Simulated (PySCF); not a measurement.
Species: C4H4FO (doublet state).
Atom-mapped SMILES: `[CH2:1]/[C:2]([F:3])=[CH:4]/[CH:5]=[O:6]` (hydrogens: H7, H8 on C1; H9 on C4; H10 on C5)

Geometry (GFN2-xTB, Å), atoms numbered from 1 in this order:
```
atom  x, y, z in Å
C1    -1.8174    0.0783   -0.5010
C2    -0.4592    0.1344   -0.5007
F3     0.1376    0.5135   -1.6489
C4     0.3769   -0.1633    0.5784
C5     1.8106   -0.0868    0.5263
O6     2.5387   -0.3466    1.4646
H7    -2.3747    0.3285   -1.3854
H8    -2.3515   -0.2159    0.3815
H9    -0.0799   -0.4690    1.5072
H10    2.2280    0.2315   -0.4445
```

The hyperfine couplings belong to this conformer and change with its torsions.

Computed with UKS B3LYP, pcH-1 on C F H O, non-relativistic, mean-field spin-orbit, GIAO (PySCF). One conformer (not necessarily the lowest) at the GFN2-xTB geometry, without solvent, vibrations or thermal averaging. The geometry wasn't refined by DFT: couplings that depend on bond lengths, twists or pyramidal angles can differ widely from those at the functional's own minimum. Stability of the SCF solution: not tested. ⟨S²⟩ is 0.781 where a pure state has 0.75.

Question: Give the principal g shifts and their parts.

Answer: 
```
                    Δg (ppm)     1     2     3
relativistic mass correction  -168  -168  -168
            gauge correction   -10    30    37
   orbital Zeeman/spin–orbit    -6  1598  4673
                       total  -185  1459  4541
```

So g = 2.00213, 2.00378, 2.00686 and g_iso = 2.00426; the tensor is rhombic: the two nearest values differ by 35 % of g3 − g1. Axes: g1 is normal to the molecular plane and g3 points within 8° of the C5–O6 bond.

Question: What effective moment and Curie constant follow for a powder?

Answer: With the mean of g² = 4.0171 and S(S+1) = 0.75: μ_eff = √(⟨g²⟩S(S+1)) = 1.736 μB and χT = 0.12505·⟨g²⟩·S(S+1) = 0.377 cm³ K/mol (cgs; spin-Hamiltonian part alone).

Question: How much does each term add to the isotropic shift?

Answer: The orbital-Zeeman/spin–orbit term 2088, the mass correction -168 and the gauge correction 19 ppm, for a total of 1938 ppm. The orbital-Zeeman/spin–orbit term is the largest in size. The mass correction is the same along every axis, so the anisotropy comes from the other two: their spans along these axes are 47 (gauge) and 4679 ppm (orbital Zeeman/spin–orbit).

Question: In a frozen sample, at which fields do the three g values resonate at 9.5, 34, 94 and 263 GHz (hyperfine left aside), and which band first spreads them over more than twice a line width of 1.0 mT?

Answer: 
| band | GHz | B(g3) mT | B(g2) mT | B(g1) mT | spread mT |
| --- | --- | --- | --- | --- | --- |
| X | 9.5 | 338.22 | 338.74 | 339.01 | 0.80 |
| Q | 34.0 | 1210.46 | 1212.32 | 1213.32 | 2.86 |
| W | 94.0 | 3346.56 | 3351.71 | 3354.46 | 7.90 |
| J | 263.0 | 9363.26 | 9377.66 | 9385.36 | 22.10 |

The spread grows in proportion to the frequency. Q band is the first where it exceeds 2.0 mT.

Largest spin populations (Mulliken): C1 (+0.59), C4 (+0.57), O6 (+0.23) and C2 (-0.21). Three atoms exceed +0.15. The positive populations add up to 1.39 and the negative ones to -0.39, together 2S = 1. The angles at C1 add up to 360.0°, so it is planar.

The HOMO–LUMO gaps are 5.76 eV among the α and 3.18 eV among the β orbitals.
